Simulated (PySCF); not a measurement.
Start geometry of `C[C@@H]1O[C@@H]1C` from GFN2-xTB (Å):
```
atom  x, y, z in Å
C1     1.5377    0.4411    0.3494
C2     0.7637   -0.5000   -0.5390
O3    -0.0171    0.0348   -1.5735
C4    -0.7021   -0.5949   -0.5248
C5    -1.5759    0.2373    0.3793
H6     2.5351    0.5951   -0.0556
H7     1.0423    1.4050    0.4131
H8     1.6269    0.0168    1.3474
H9     1.3139   -1.3973   -0.8220
H10   -1.1366   -1.5566   -0.7972
H11   -2.5866    0.2760   -0.0203
H12   -1.1975    1.2520    0.4543
H13   -1.6084   -0.2088    1.3712
```

What comes out of this run: PySCF 2.14.0, PBE0-D3(BJ)/def2-SVP geometry optimisation, gas phase?

```
atom  x, y, z in Å
C1     1.5761    0.5313    0.3148
C2     0.7521   -0.4584   -0.4533
O3    -0.0540    0.0348   -1.5064
C4    -0.7137   -0.5488   -0.3995
C5    -1.5988    0.3367    0.4257
H6     2.4441    0.8462   -0.2850
H7     1.0028    1.4323    0.5702
H8     1.9565    0.0792    1.2442
H9     1.2870   -1.3871   -0.7078
H10   -1.1467   -1.5378   -0.6178
H11   -2.5327    0.5479   -0.1181
H12   -1.1203    1.2986    0.6523
H13   -1.8660   -0.1571    1.3730
```

The energy falls by 0.056 eV over 8 energy and gradient evaluations, the largest force component goes from 0.0111 to 3.5e-04 Eh/bohr, and the atoms move by 0.185 Å rms after alignment. Among the bonds, C2–O3, O3–C4, C1–H6, C1–H8, C5–H11 and C5–H13 change most and about equally (+0.013 to +0.014 Å). Bonds longer at the end by more than 0.005 Å: 10 of 13; shorter: 2. Among the dihedrals that turn most is H8–C1–C2–O3, from 149° to 166°. Rotational constants go from 8042, 4601, 3508 to 8240, 4439, 3475 MHz. The orientation of the end geometry is arbitrary; only internal coordinates are fixed.

The run used 110 basis functions and 50 SCF cycles in all. Time: 31 s wall. Hardware: an Arm Neoverse V1 with one thread, no GPU (shared host).

Stationary, but not proved a minimum.
